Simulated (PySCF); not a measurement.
Two species compared at the same levels of theory.

First species: C4H7F.
InChI=1S/C4H7F/c1-4(2)3-5/h1,3H2,2H3

Second species: C3H5OP.
Bonds: C1–P2, P2–O3 (double), P2–C4, C4–C5 (double), P2–C5. Hydrogens: H6, H7, H8 on C1; H9 on C4; H10 on C5.

Levels: CAM-B3LYP/def2-SVPD for dipole moment, HOMO energy, LUMO energy, HOMO–LUMO gap, static isotropic polarisability and electronic spatial extent ⟨r²⟩ about the centre of nuclear charge; TDDFT CAM-B3LYP/def2-SVPD for lowest singlet excitation; TDA CAM-B3LYP/def2-SVPD for lowest triplet excitation (Tamm–Dancoff); GFN2-xTB for rotational constant A and rotational constant C. Geometries: GFN2-xTB. All species are isolated and taken at one optimised geometry, non-relativistic unless stated. Electronic properties by PySCF.

Dipoles, sizes and rotational constants follow the conformer. The torsions of the flexible species, by atom-mapped SMILES:
- `[CH2:1]=[C:2]([CH3:3])[CH2:4][F:5]`: C1–C2–C4–F5 0°

| property | column X | column Y |
| --- | --- | --- |
| dipole moment | 2.10 D | 4.42 D |
| HOMO energy | -8.77 eV | -8.76 eV |
| LUMO energy | 1.25 eV | 0.30 eV |
| HOMO–LUMO gap | 10.02 eV | 9.06 eV |
| lowest singlet excitation | 7.08 eV | 5.08 eV |
| lowest triplet excitation (Tamm–Dancoff) | 4.48 eV | 4.55 eV |
| static isotropic polarisability | 50.8 au | 57.7 au |
| electronic spatial extent ⟨r²⟩ about the centre of nuclear charge | 466 bohr² | 460 bohr² |
| rotational constant A | 9.123 GHz | 6.260 GHz |
| rotational constant C | 2.711 GHz | 3.083 GHz |

(1) Which column belongs to which species?

(2) How does each property change from the first species to the second?

## Answers

(1) Column X is the first species and column Y the second. The first has 12 atoms and 40 electrons, the second 10 and 46.

(2) dipole moment +2.32 D; HOMO energy +0.01 eV; LUMO energy -0.95 eV; HOMO–LUMO gap -0.96 eV; lowest singlet excitation -2.00 eV; lowest triplet excitation (Tamm–Dancoff) +0.07 eV; static isotropic polarisability +6.9 au; electronic spatial extent ⟨r²⟩ about the centre of nuclear charge -6 bohr²; rotational constant A -2.863 GHz; rotational constant C +0.372 GHz.

On the first: No computed singlet falls in the visible range (750 to 380 nm, 1.65 to 3.26 eV); S1 lies 3.82 eV above its blue end. In atomic units the dipole is 0.83 e·bohr (1 au = 2.5417 D).

On the second: The polarisability is 8.55 Å³ as a volume (1 au = 0.148185 Å³), or 1.25 au for each of the 46 electrons. S1 lies 3.98 eV below the HOMO–LUMO gap; its leading configuration is HOMO→LUMO, weight 0.95.
